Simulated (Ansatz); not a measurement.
A nudged elastic band was laid between two geometries of CH2OS (5 atoms, charge 0, multiplicity 1).

All numbers below come from RKS PBE/def2-SVP in Ansatz.

```json
{"movable images": "9", "climbing image": "yes", "spring": "5.0 eV/Å²", "optimiser": "quadratic models (default)", "start path": "through a guess of the saddle point", "force threshold": "0.05 eV/Å", "iteration limit": "60", "end points": "relaxed"}
```

Image 0:

```xyz
5
Properties=species:S:1:pos:R:3
O -0.971 -0.281 0.096
C 0.349 -0.018 0.088
S 1.396 -0.601 1.186
H -1.390 0.180 -0.660
H 0.666 0.646 -0.751
```

Image 10:

```xyz
5
Properties=species:S:1:pos:R:3
O -1.209 -0.388 0.179
C -0.141 0.206 -0.357
S 1.245 -0.240 0.641
H -1.964 -0.129 -0.386
H 2.119 0.476 -0.119
```

Task: Which bonds break or form, and what moves?

Result: Bonds broken: C2–H5. Bonds formed: S3–H5.

Task: What energy profile does the band end with?

Result: It converged. The highest image is number 6 of 0 to 10, 267.9 kJ/mol above the first end and 102.9 kJ/mol above the last; the last end lies 165.0 kJ/mol above the first. A vibrational analysis at the climbing image gives one clearly imaginary mode, 1444i cm⁻¹: a first-order saddle point. The orbitals stay closed-shell, which can raise the energy where a bond breaks towards radicals; this wasn't checked here.

```tsv
image	path coordinate (Å)	energy (kJ/mol)	C2–H5 (Å)	S3–H5 (Å)
0	0.00	0.0	1.12	2.42
1	0.20	9.7	1.11	2.34
2	0.40	41.5	1.11	2.20
3	0.60	98.7	1.12	2.03
4	0.79	173.8	1.16	1.85
5	0.99	241.0	1.26	1.67
6	1.19	267.9	1.41	1.51
7	1.42	240.9	1.65	1.39
8	1.65	200.0	1.89	1.35
9	1.88	173.5	2.10	1.35
10	2.12	165.0	2.29	1.36
```

Task: What is the geometry of the highest image?

Result: 
```xyz
5
Properties=species:S:1:pos:R:3:forces:R:3
O -1.116 -0.352 0.156 -0.02 0.00 0.00
C 0.088 0.118 -0.173 0.01 0.01 0.00
S 1.398 -0.367 0.851 0.00 0.00 0.00
H -1.746 0.005 -0.506 0.01 0.00 0.00
H 1.426 0.523 -0.370 0.00 0.00 0.00
```

Task: What are the harmonic wavenumbers there?

Result: 1444i, 330, 434, 651, 827, 1203, 1251, 2035, 3633 cm⁻¹.

The band took 8 iterations and of the order of 60 core-seconds.

Run time: 63 s on 1 thread of Arm Neoverse V2, on a shared host, peak memory 0.092 GiB.
